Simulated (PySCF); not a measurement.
# C2HF2 (SMILES [CH]=C(F)F): UMP2/ANO-RCC-VTZP (sfX2C)

Aim: the vertical doublet–quartet gap of C2HF2 at UMP2/ANO-RCC-VTZP (sfX2C), from 2 runs. 

The calculation is run with PySCF 2.14.0.

**1. Starting point**

C2HF2 has 5 atoms, charge 0, and is taken as a doublet. As SMILES, `[CH]=C(F)F`. The shape is that of a PBE0-D4/def2-TZVP optimisation.

Bond lengths: C1–C2 1.301 Å, C2–F3 1.313 Å, C2–F4 1.320 Å, C1–H5 1.072 Å. Angles: C1–C2–F3 125.0°, C1–C2–F4 125.4°, F3–C2–F4 109.6°, C2–C1–H5 140.6°.

**2. A single-point energy at UMP2/ANO-RCC-VTZP (sfX2C)**

mol.xyz reads:

```xyz
5

C     -0.028200     0.912700    -0.014900
C      0.163600    -0.366100     0.124600
F      1.043800    -0.911700     0.932500
F     -0.492600    -1.313200    -0.520300
H     -0.636600     1.604500    -0.563400
```

run.py reads:

```python
from pyscf import gto, scf, mp

molecule = gto.Mole()
molecule.atom = 'mol.xyz'
molecule.max_memory = 1860
molecule.verbose = 3
molecule.basis = 'ano-rcc-vtzp'
molecule.spin = 1
molecule.build()

mf = scf.UHF(molecule)
mf = mf.x2c()
mf.conv_tol = 1e-10
mf.kernel()
if not mf.converged:
    mf = mf.newton().run(mf.mo_coeff, mf.mo_occ)

pt = mp.MP2(mf, frozen=4).run()
e_tot = pt.e_tot
print(f'total energy: {e_tot:.8f} hartree')
```

Started as:

```sh
$ OMP_NUM_THREADS=1 python run.py
```

Output:

```text
converged SCF energy = -275.421131625472  <S^2> = 0.90066157  2S+1 = 2.1453779
E(UMP2) = -276.188383057697  E_corr = -0.767251432224951
E(SCS-UMP2) = -276.166405439031  E_corr = -0.74527381355924
total energy: -276.18838306 hartree
```

Wall time 50 s (1 thread of AMD EPYC 7R43 (Zen 3), shared host); peak memory 0.56 GiB.

**3. The quartet**

job.py reads:

```python
from pyscf import gto, scf, mp

mol = gto.M(
    atom=[
    ('C', (-0.028200, 0.912700, -0.014900)),
    ('C', (0.163600, -0.366100, 0.124600)),
    ('F', (1.043800, -0.911700, 0.932500)),
    ('F', (-0.492600, -1.313200, -0.520300)),
    ('H', (-0.636600, 1.604500, -0.563400)),
],
    max_memory=1860,
    spin=3,
    verbose=3,
    basis='ano-rcc-vtzp',
)

myscf = scf.UHF(mol)
myscf = myscf.sfx2c1e()
myscf.conv_tol = 1e-10
myscf.kernel()
if not myscf.converged:
    myscf = myscf.newton().run(myscf.mo_coeff, myscf.mo_occ)

pt = mp.MP2(myscf, frozen=4).run()
etot = pt.e_tot
print(f'total energy: {etot:.8f} hartree')
```

Started as:

```sh
$ OMP_NUM_THREADS=1 python job.py
```

Output:

```text
WARN: HOMO 0.0548683520004225 >= LUMO -0.223747161452451

WARN: HOMO -0.160118035925491 >= LUMO -0.306726764308372

converged SCF energy = -275.282194492009  <S^2> = 3.7753085  2S+1 = 4.0126343
E(UMP2) = -276.014366525297  E_corr = -0.732172033288131
E(SCS-UMP2) = -275.988591169703  E_corr = -0.706396677693925
total energy: -276.01436653 hartree
```

Run time: 47 s. Hardware: 1 thread of AMD EPYC 7R43 (Zen 3), shared host; peak memory 0.56 GiB.

**4. What came out**

Level: UMP2/ANO-RCC-VTZP (sfX2C), 4 core orbitals frozen.

| quantity | value |
| --- | --- |
| doublet: total energy | -276.18838 Eh |
| doublet: dipole moment (Hartree–Fock density) | 1.61 D |
| doublet: HOMO energy (Hartree–Fock orbitals) (highest over α and β) | -10.91 eV |
| doublet: LUMO energy (Hartree–Fock orbitals) (lowest over α and β) | 1.42 eV |
| doublet: correlation energy (4 core orbitals frozen) | -767.3 mEh |
| doublet: ⟨S²⟩ of the reference determinant | 0.901 |
| quartet: total energy | -276.01437 Eh |
| quartet: dipole moment (Hartree–Fock density) | 1.88 D |
| quartet: HOMO energy (Hartree–Fock orbitals) (highest over α and β) | -7.03 eV |
| quartet: LUMO energy (Hartree–Fock orbitals) (lowest over α and β) | 1.02 eV |
| quartet: correlation energy (4 core orbitals frozen) | -732.2 mEh |
| quartet: ⟨S²⟩ of the reference determinant | 3.775 |
| vertical energy of the quartet above the doublet | 4.735 eV |

In words: At this shape the quartet lies 4.74 eV (109 kcal/mol) above the doublet. ⟨S²⟩ (doublet) is 0.90 where a pure doublet has 0.75: the reference is spin-contaminated.
